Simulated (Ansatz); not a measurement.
# P₂F+ (triplet): the correlation ladder, cc-pVDZ

Aim: climb from Hartree-Fock through coupled cluster for P₂F+ (triplet) at one geometry and basis, and see what each rung misses.

The runs use Ansatz 0.2.0, Gaussian basis; cc-pVDZ, core rule «outside noble gas», up to 11 orbitals frozen.

To be run: UHF; CCSD(T) on ROHF; CCSD(T) on UHF; BCCD(T) on ROHF; CISD; CCSDT(Q) on ROHF; CCSDT(Q) on UHF.

33 further runs of the same task are left out: 11 for a known fault of the program, 10 that didn't finish, 12 set aside as unsound or not needed.

## 1. What is computed

The geometry is a PBE0/def2-TZVP stationary point (not a proven minimum) of the parent state, kept for this charge and spin.

3 atoms, charge 1, spin multiplicity 3.

Atoms are counted from 1 here; the program's logs count them from 0.

Bond lengths: F1–P2 1.607 Å, P2–P3 2.278 Å. Angles: F1–P2–P3 98.1°.

As a file:

```xyz
3
charge 1, multiplicity 3
F     0.0000   -0.7712    1.4069
P     0.0000    0.6376    0.6343
P     0.0000   -0.1646   -1.4973
```

## 2. UHF

Input file in.yaml:

```yaml
crystal:
  periodic: [false, false, false]
  atoms:
    - {symbol: F, position_ang: [0.000000, -0.771205, 1.406859]}
    - {symbol: P, position_ang: [0.000000, 0.637627, 0.634340]}
    - {symbol: P, position_ang: [0.000000, -0.164593, -1.497266]}
basis:
  gaussian: {orbitals: cc-pVDZ}
total_charge: 1
magnetization: {spin_polarized: true, initial_magnetization: 2}
hamiltonian: {xc: hf}
output: {orbitals: {seedname: orbitals}}
```

The run is started by

```console
$ ansatz run in.yaml --threads 1 --pin off --events-out ev --progress --plain --max-ram 2393MiB
```

The runs that follow: CCSD(T) on ROHF; CCSD(T) on UHF; BCCD(T) on ROHF; CISD; CCSDT(Q) on ROHF; CCSDT(Q) on UHF.

Q: Predict the results of all the runs planned. Wanted: UCCSDT(Q) below the RHF energy; RMP2 from UCCSDT(Q); UMP2 from UCCSDT(Q); RCCSD from UCCSDT(Q); RCCSD(T) from UCCSDT(Q); UCCSD(T) from UCCSDT(Q); RCCSDT(Q) from UCCSDT(Q); T1 diagnostic.

**Answer**, as computed:

| quantity | value |
| --- | --- |
| UCCSDT(Q) below the RHF energy | -11.2903 eV |
| RMP2 from UCCSDT(Q) | +1341.1 meV |
| UMP2 from UCCSDT(Q) | +1596.5 meV |
| RCCSD from UCCSDT(Q) | +454.8 meV |
| RCCSD(T) from UCCSDT(Q) | +89.9 meV |
| UCCSD(T) from UCCSDT(Q) | +96.2 meV |
| RCCSDT(Q) from UCCSDT(Q) | +10.6 meV |
| levels within 1 kcal/mol (43 meV) | RCCSDT, UCCSDT, RCCSDT(Q) |
| T1 diagnostic | 0.029 |

RCCSD(T) misses by +89.9 meV, 0.8 % of the correlation energy. These misses are within one basis, not against nature; the frozen cores of restricted and unrestricted runs differ, which can shift their rows.
